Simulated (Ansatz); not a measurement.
`N/C=C(/F)S` + H–F → `NC=C(F)F` + H₂S  (substitution at a C–S bond)

Calculated with Ansatz (gas phase, PBE0-D4/def2-TZVP geometries, no zero-point term in ΔE). CCSD(T)/CBS adds triple-zeta CCSD(T) − MP2 to the extrapolated MP2 energy (def2 sets, frozen cores). This one scheme is used for every species. DFT in def2-TZVPP. HSE06 is defined as in plane-wave codes. Each species was taken in one conformer, which may not be the lowest.

```csv
level,ΔE (kJ/mol),difference from CCSD(T)/CBS
BLYP-D4,33.1,-6.5
r2SCAN-D4,28.9,-10.7
B97M-V,24.2,-15.4
PBE0-D4,33.9,-5.7
r2SCAN0-D4,29.6,-10.0
HSE06-D4,33.9,-5.7
BLYP,21.6,-18.0
HSE06,29.5,-10.1
CAM-B3LYP,18.7,-20.9
HF/def2-SVP,-8.9,-48.5
CCSD/def2-TZVPP,26.3,-13.3
CCSD(T)/def2-TZVPP,31.0,-8.6
MP2/def2-QZVPP,49.9,10.3
SCS-MP2/def2-QZVPP,39.9,0.3
HF/CBS(def2),6.7,-32.9
MP2/CBS(def2),53.6,14.0
CCSD(T)/CBS,39.6,0
```

Largest T1 diagnostic among the species: 0.013.

In def2-TZVPP, CCSD(T) changes the Hartree–Fock value by +24.3 kJ/mol (the triples alone add +4.8 kJ/mol) and MP2 by +38.2 kJ/mol. At CCSD(T), def2-SVP lies −31.5 kJ/mol from the extrapolated value and def2-TZVPP −8.6 kJ/mol. Leaving LDA and LC-ωPBE aside and taking each functional with its dispersion term where it has one, the values, not all of them listed here, spread over 17.3 kJ/mol, from CAM-B3LYP-D4 to revPBE-D4.
